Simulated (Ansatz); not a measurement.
BH2(SiH3) (SiBH5). The state is a singlet with charge 0. Geometry relaxed at B3LYP-D4/def2-TZVP.

```xyz
7

B    -0.3831    0.9452   -0.6304
H     0.2722    1.9360   -0.7192
H    -1.3907    0.8970   -1.2641
Si    0.2333   -0.6202    0.4706
H    -0.8791   -1.4621    0.9768
H     1.0946   -0.2363    1.6165
H     1.0528   -1.4595   -0.4502
```

Problem. Estimate the harmonic wavenumbers at RKS B3LYP-D4/def2-TZVP (Ansatz, unscaled). Is this a minimum?

Solution. 73, 404, 445, 634, 755, 896, 929, 934, 974, 1186, 2179, 2216, 2219, 2593, 2673 cm⁻¹. Yes, no mode is imaginary beyond noise. Zero-point energy 114.3 kJ/mol. Run time 14 s (4 threads of Arm Neoverse V2 on a shared host).
